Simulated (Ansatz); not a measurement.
# AlNSi: the cost of one run

Program: Ansatz 0.2.0, Gaussian basis. Level of theory: UKS PBE0/def2-TZVP. These are calculated values, not measurements.

### 1 Starting geometry

3 atoms, charge 0, spin multiplicity 3.

Atoms are counted from 1 here; the program's logs count them from 0.

Bond lengths: N1–Al2 1.694 Å, Al2–Si3 2.369 Å. Angles: N1–Al2–Si3 180.0°.

The start was built by rule and, where that kept it together, relaxed with GFN2-xTB. Sticks and bond lists go by distance. 

### 2 Relaxation

File in.yaml:

```yaml
crystal:
  periodic: [false, false, false]
  atoms:
    - {symbol: N, position_ang: [0.000000, 0.000000, -1.919072]}
    - {symbol: Al, position_ang: [0.000000, 0.000000, -0.225194]}
    - {symbol: Si, position_ang: [0.000000, 0.000000, 2.144266]}
basis:
  gaussian: {orbitals: def2-TZVP}
magnetization: {spin_polarized: true, initial_magnetization: 2}
hamiltonian: {xc: pbe0}
relax: {f_tol: 0.004, max_steps: 80}
```

Command:

```bash
$ ansatz run in.yaml --threads 1 --pin off --events-out ev --progress --plain --max-ram 2176MiB
```

Q: Estimate wall time and peak memory on 1 thread of AMD EPYC 7R43, shared host.

About 81 s, with a peak of 0.29 GiB.
